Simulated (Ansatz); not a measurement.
**Worked example: correlation energy of [H···H···Cl], doublet**

Geometry: a point of a hydrogen-transfer path between rigid fragments, not a stationary point.

```yaml
atoms:
  - { symbol: H, position_ang: [0.0000, 0.0000, -1.0347] }
  - { symbol: H, position_ang: [0.0000, 0.0000, -0.3417] }
  - { symbol: Cl, position_ang: [0.0000, 0.0000, 1.3763] }
```

Basis 6-31G; Ansatz 0.2.0. Only valence electrons are correlated (noble-gas cores frozen), which leaves 9 electrons in 12 orbitals. Prefix R: restricted or restricted open-shell reference; prefix U: unrestricted.

Full CI is exact within this basis and frozen core; it isn't the basis-set limit. The frozen core follows each run's orbitals, which can shift R against U totals by a few meV.

Runs differ by some tens of microhartree through their thresholds and, for an open shell, their frozen cores, so steps under 0.1 kcal/mol mean nothing.

```csv
level,total energy (hartree)
UHF,-460.541637
UMP2,-460.586984
UCCSD,-460.599714
UCCSD(T),-460.600145
UCCSDT,-460.600244
UCCSDT(Q),-460.600241
UCCSDTQ,-460.600240
full CI,-460.600238
```

Question: What is the correlation energy at full CI, and what share of it do UMP2 and UCCSD(T) recover?

Answer: E(corr) = -460.600238 − (-460.541637) = -0.058601 hartree = -1.595 eV. UMP2: -0.045347 / -0.058601 = 77.38 %. UCCSD(T): -0.058508 / -0.058601 = 99.84 %.

Question: By how many kcal/mol does UCCSD(T) miss full CI (1 hartree = 627.509 kcal/mol), and which steps make up the rest?

Answer: -460.600145 − (-460.600238) = 0.000093 hartree = 0.06 kcal/mol. Steps: UCCSDT − UCCSD(T) = -0.06, UCCSDT(Q) − UCCSDT = 0.00, UCCSDTQ − UCCSDT(Q) = 0.00, full CI − UCCSDTQ = 0.00 kcal/mol. That is within 1 kcal/mol of the reference in this basis, which itself misses far more of the correlation at the basis-set limit.
